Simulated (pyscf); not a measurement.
Structures and frequencies: ωB97X-D3(BJ)/def2-SVP in PySCF.

Question: For the elementary gas-phase step `[CH3][CH3]` + `[Cl][InH]` [doublet] → `[CH3]` [doublet] + `[CH3][InH][Cl]` (doublet surface; C–C broken, C–In formed), what barrier and reaction energy does ωB97M-D3(BJ)/def2-TZVP give, measured from the separated reactants?

Answer: ΔE‡ = 3.02 eV, ΔE = +1.37 eV. Zero-point energy shifts the barrier by -0.11 eV. It is a substitution at C, with an imaginary mode of 1197i cm⁻¹. On the product side the descent ends in a bound adduct, 0.40 eV under the separated species and 2.07 eV under the saddle at ωB97X-D3(BJ)/def2-TZVP. At ωB97X-D3(BJ)/def2-TZVP the barrier from the zero used here is 2.91 eV. This saddle turned up in a search for another step; its sides and bond changes are read from the two ends of the descent. This is the saddle that the search found; another between the same sides may lie lower. The angle at the attacked C is 85°: a side-on saddle, likely not the lowest. Elements past Kr carry the def2 core potentials, without spin-orbit coupling.
